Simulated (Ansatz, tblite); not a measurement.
Band gap of 3C-SiC: levels of theory against measurement

Reference value: 2.53 eV (measured, zero-point renormalisation of 0.11 eV added back here (the table's ZPR column); inputs from Chen et al. (2018), doi:10.1103/physrevmaterials.2.073803).

```
level (code)              value (eV)  cell (Å³/atom)
-------------------  ---------------  --------------
GFN1-xTB (tblite)               1.91           11.27
LDA (Ansatz)                       ?           10.35
PBE (Ansatz)         1.36 (indirect)           10.35
PBE-D3(BJ) (Ansatz)             1.35           10.28
HSE06 (Ansatz)       2.23 (indirect)           10.35
```

### Question
What belongs in the gaps?

### Answer

- LDA (Ansatz, a quantum-chemistry and plane-wave program), value (eV): 1.32 (indirect)

Errors against the reference: GFN1-xTB -0.62 eV, LDA -1.21 eV, PBE -1.17 eV, PBE-D3(BJ) -1.18 eV, HSE06 -0.30 eV.

Leaving aside GFN1-xTB (doubt noted below): Closest of the ranked levels: HSE06 (-0.30 eV). Once the reference is moved by up to 0.10 eV (a margin picked here for doubts on the reference and the settings) and values within 0.03 eV count as equal, the farthest can be LDA (-1.21 eV) or PBE-D3(BJ) (-1.18 eV). Of the ranked levels only HSE06 lands within 1 eV. All 4 levels lie below the reference.

Semilocal Kohn–Sham gaps run low as a rule, and all computed gaps are for a static lattice, while measured ones hold electron–phonon shifts unless said otherwise.  GFN1-xTB, PBE-D3(BJ): the gap is read on the k mesh or supercell of the run alone and can be too large. GFN1-xTB: the method was fitted mainly to molecules. Values are at the measured cell; GFN1-xTB at the level's own equilibrium cell; PBE-D3(BJ) at the level's own relaxed cell. Cutoffs and k meshes differ between the levels. Ansatz's density-functional and Hartree–Fock values are scalar-relativistic unless marked +SOC, with PAW data made under PBE.

Differences are worked out from the printed values.
